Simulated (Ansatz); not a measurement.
## Errors in the atomisation enthalpy at 298 K

6 molecules holding an element from Na to Cl; the atomisation enthalpy at 298 K in kJ/mol, computed less measured. Shapes, held fixed at every level: PBE0-D4/def2-TZVP. Flexible molecules stand in one conformer, not always the lowest. Thermal terms are harmonic and unscaled (PBE0-D4/def2-TZVP); the spin-orbit lowering of the free atoms is taken from their spectra. Programs: Ansatz 0.2.0. Measured values: CRC Handbook of Chemistry and Physics.

Levels: A = HF/def2-TZVPP; B = PBE0-D4/def2-TZVPP; C = CCSD/def2-TZVPP; D = CCSD(T)/CBS estimate.

```
                         molecule  from tabulated heats      A    B     C    D
        CHNS (isothiocyanic acid)                  1557   -637  +28  -130  -12
         C2H6S (dimethyl sulfide)                  3056   -819  +12  -116   -1
     C4H6S (2,3-dihydrothiophene)                  4362  -1210  +64  -192   -3
C4H9Cl (1-chloro-2-methylpropane)                  5110  -1313  +34  -183   -4
                  C5H10S (thiane)                  6105  -1624  +59  -241  -11
       C5H10S (cyclopentanethiol)                  6089  -1621  +58  -236  -10
```

**Question.** Sum up the errors.

**Answer.** 
```
               level                   kind  mean error  mean absolute error       worst case
       HF/def2-TZVPP           Hartree–Fock     -1204.0               1204.0  C5H10S (thiane)
  PBE0-D4/def2-TZVPP          global hybrid       +42.5                 42.5            C4H6S
     CCSD/def2-TZVPP  coupled cluster or CI      -183.0                183.0  C5H10S (thiane)
CCSD(T)/CBS estimate  coupled cluster or CI        -6.8                  6.8             CHNS
```

On this set CCSD(T)/CBS estimate has the smallest mean absolute error and HF/def2-TZVPP the largest. HF/def2-TZVPP is too low in 6 of 6; PBE0-D4/def2-TZVPP is too high in 6 of 6; CCSD/def2-TZVPP is too low in 6 of 6; CCSD(T)/CBS estimate is too low in 6 of 6. The heats of C4H9Cl come from older tables and can be uncertain by 10 kJ/mol or more. For HF/def2-TZVPP and CCSD/def2-TZVPP the error grows with the size of the molecule. Hartree–Fock lacks correlation and underbinds. Correlated wave functions converge slowly with the basis. CCSD also lacks the triples, which bind further. The CBS estimate extrapolates MP2 from def2-TZVPP and def2-QZVPP and adds CCSD(T) − MP2 in the triple-zeta set, cores frozen. The set is small.
